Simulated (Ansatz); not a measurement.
Antifluorite Mg2Si: LDA at its full settings (plane-wave cutoff 520 eV, 10×10×10 k mesh, Fermi–Dirac smearing 0.01 eV, scalar-relativistic PAW data made under PBE) and at cheaper ones, in a cell of 3 atoms with Γ-centred meshes.

| level and setting | equilibrium lattice constant a (Å) | bulk modulus (GPa) |
|---|---|---|
| LDA (Ansatz) | 6.260 | 59.0 |
| LDA (Γ point alone) (Ansatz) | 6.656 | 41.8 |
| LDA (2×2×2 k mesh) (Ansatz) | 6.281 | 56.1 |
| LDA (4×4×4 k mesh) (Ansatz) | 6.259 | 59.2 |

Largest shifts from the full settings: lattice constant a +6.33 % (LDA (Γ point alone)); bulk modulus -29 % (LDA (Γ point alone)), against a difference of +7.3 % of the full result from the reference 55 GPa (measured, temperature not stated, not corrected to a static lattice, sources range from 47.0 to 55.0; as tabulated in Råsander and Moram (2015), arXiv:1505.02379).

Ansatz's density-functional and Hartree–Fock values are scalar-relativistic unless marked +SOC, with PAW data made under PBE.

Run with cheap settings on purpose, which may leave them unconverged: LDA (2×2×2 k mesh), LDA (4×4×4 k mesh), LDA (Γ point alone).

Ansatz is a first-principles code.
